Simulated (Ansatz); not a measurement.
Species: C2H3, charge -1, multiplicity 1. It need not be the lowest isomer of its formula. Whether it binds its extra electron was not tested at this geometry. 
Structure (B3LYP-D3(BJ)/def2-TZVP (Ansatz, a first-principles code) minimum search):
SMILES: [CH-]=C
```xyz
5

C      0.0128     0.1088     0.7759
C     -0.0100     0.0373    -0.5734
H      0.0249    -0.9369     1.1761
H     -0.0253     0.9437    -1.1977
H     -0.0161    -0.8834    -1.1933
```
Charge -1, spin multiplicity 1.

Basis-set convergence of Hartree-Fock and CCSD(T) correlation energies (hartree) with Ansatz. Correlated levels leave the core frozen unless marked. No spin-orbit coupling. Non-relativistic.

```json
[
 {"basis": "aug-cc-pVDZ", "functions": "73", "E(HF)": "-77.37367", "E(corr, CCSD(T))": "-0.33557"},
 {"basis": "aug-cc-pVTZ", "functions": "161", "E(HF)": "(withheld)", "E(corr, CCSD(T))": "(withheld)"}
]
```

Task: What belongs in the gaps?

Result: 
- aug-cc-pVTZ, E(HF): -77.39147
- aug-cc-pVTZ, E(corr, CCSD(T)): -0.38904
